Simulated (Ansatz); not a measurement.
Two isomers of C3H6O3: A = `COC(=O)OC`, B = `O=CCOCO`.

Program: Ansatz. Geometries: PBE0-D4/def2-TZVP. ΔE: electronic, gas phase. CCSD(T)/CBS adds triple-zeta CCSD(T) − MP2 to the extrapolated MP2 energy (def2 sets, frozen cores). Functionals use def2-TZVPP. B3LYP here is the variant with VWN-RPA as its local correlation; programs differ in this. Each species was taken in one conformer, which may not be the lowest.

A:

Z-matrix (Å, degrees):
```
C
O 1 1.423
H 1 1.091 2 110.7
H 1 1.088 2 105.6 3 -119.5
H 1 1.091 2 110.7 3 121.0
C 2 1.329 1 114.5 3 -60.5
O 6 1.329 2 108.1 1 180.0
O 6 1.202 2 125.9 1 -0.0
C 7 1.423 6 114.5 2 180.0
H 9 1.091 7 110.7 6 60.4
H 9 1.088 7 105.6 6 180.0
H 9 1.091 7 110.7 6 -60.5
```

B:

Z-matrix (Å, degrees):
```
C
C 1 1.512
O 1 1.404 2 113.8
H 1 1.097 2 108.8 3 -126.0
H 1 1.096 2 107.0 3 117.8
O 2 1.198 1 123.2 3 163.0
H 2 1.111 1 114.7 3 -19.8
C 3 1.397 1 113.5 2 -82.3
O 8 1.395 3 113.3 1 65.0
H 8 1.096 3 110.4 1 -53.1
H 8 1.094 3 105.3 1 -171.9
H 9 0.962 8 108.7 3 70.7
```

Which isomer does CCSD(T)/CBS put lower? Give the gap. (Estimate.)

Ansatz gave: A, by 98.5 kJ/mol.

Give E(B) − E(A) in kJ/mol with HF/def2-TZVPP, B3LYP, CCSD(T)/def2-TZVPP, CCSD/def2-TZVPP, B3LYP-D4, MP2/def2-TZVPP, PBE-D4. (Best estimate.)

The calculation gave: HF/def2-TZVPP 115.2, B3LYP 107.2, CCSD(T)/def2-TZVPP 100.5, CCSD/def2-TZVPP 100.2, B3LYP-D4 105.6, MP2/def2-TZVPP 104.2, PBE-D4 105.1. None reverses the order clearly.

Largest T1 diagnostic: 0.014.

From PBE to PBE0 (25 % exact exchange), in def2-TZVPP and without D4, E(B) − E(A) moves by +3.3 kJ/mol. In def2-TZVPP, CCSD(T) changes the Hartree–Fock value by −14.7 kJ/mol (the triples alone add +0.4 kJ/mol) and MP2 by −11.0 kJ/mol.
